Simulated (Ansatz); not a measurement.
I need a ladder of methods at one geometry of C4H6N (charge -1), SMILES CC[CH-]C#N. Use the Ansatz DFT code, driven from Python. Settings (for the species named): CAM-B3LYP, cc-pVDZ basis, multiplicity 1. The script varies functional: cam_b3lyp, b3lyp, hf, revpbe, pbe0, r2scan0.

The script reads `c4h6n.xyz`:
```text
11

C    -1.30230   -0.09630    0.59720
C    -0.06030   -0.67210   -0.06410
C     0.71590    0.38300   -0.77960
C     1.98590    0.82250   -0.33380
N     3.02510    1.18380    0.03000
H    -1.86260   -0.88870    1.10370
H    -1.03870    0.66130    1.34310
H    -1.96580    0.36780   -0.14040
H    -0.35590   -1.44310   -0.78440
H     0.56080   -1.16360    0.69360
H     0.29800    0.84540   -1.66530
```

Script `methods_c4h6n.py`:
```python
'''One geometry of C4H6N(-), method by method.'''

from pathlib import Path

import ansatz as az
import numpy as np


def main() -> None:
    c4h6n = az.Crystal.molecule_from_extxyz('c4h6n.xyz')

    job = c4h6n.calculation().basis(gaussian='cc-pVDZ').charge(-1)

    print('functional    E (Ha)        dipole (D)   HOMO (eV)  LUMO (eV)')
    for name in ['cam_b3lyp', 'b3lyp', 'hf', 'revpbe', 'pbe0', 'r2scan0']:
        data = job.functional(name).forces().orbitals().run(threads=1, pin='off', runs_dir='runs').report
        lines = Path(data['orbitals_path']).read_text().splitlines()
        field_of = lambda key: [line.split('=')[1].strip() for line in lines if line.startswith(key)]
        orbitals = [(27.211386 * float(e), s, float(n)) for e, s, n in zip(field_of('Ene='), field_of('Spin='), field_of('Occup='))]
        homo = max(e for e, _, n in orbitals if n > 0.5)
        lumo = min(e for e, _, n in orbitals if n < 0.5)
        dipole = 4.803205 * np.linalg.norm(data['charge_distribution']['dipole_moment_e_ang'])
        print(f'{name:10s} {data["free_energy_ev"] / 27.211386246:14.6f} {dipole:9.3f} {homo:11.3f} {lumo:10.3f}')


if __name__ == '__main__':
    main()
```

```console
$ python methods_c4h6n.py
functional    E (Ha)        dipole (D)   HOMO (eV)  LUMO (eV)
cam_b3lyp     -210.638905     5.411       0.195      7.055
b3lyp         -210.763548     5.243       1.618      5.843
hf            -209.375432     5.807      -1.133      9.096
revpbe        -210.702328     5.075       2.513      5.445
pbe0          -210.507845     5.399       1.381      6.166
r2scan0       -210.614456     5.560       1.221      6.504
```

Notes:
- These settings explore the input space; basis and method may be short of convergence.
- The geometry is a force-field or estimated start, not a minimum of this method, and the basis set is short of its limit. A lower total doesn't mark the better method: functionals have no common bound, and MP2 and coupled cluster aren't variational.
- An ion's dipole depends on the origin; the program takes it about the centre of nuclear charge.
- b3lyp holds the VWN-RPA fit, as in Gaussian; the form of ORCA and Turbomole is b3lyp5.
- Levels such as HOMO and LUMO are orbital energies: with these approximate functionals they aren't the ionisation energy and electron affinity, and their gap isn't the fundamental gap.
- Anions want diffuse functions, which this basis lacks.
- Hardware and time: 24 s on 1 thread of Arm Neoverse V2 (shared host), peak memory 0.28 GiB.
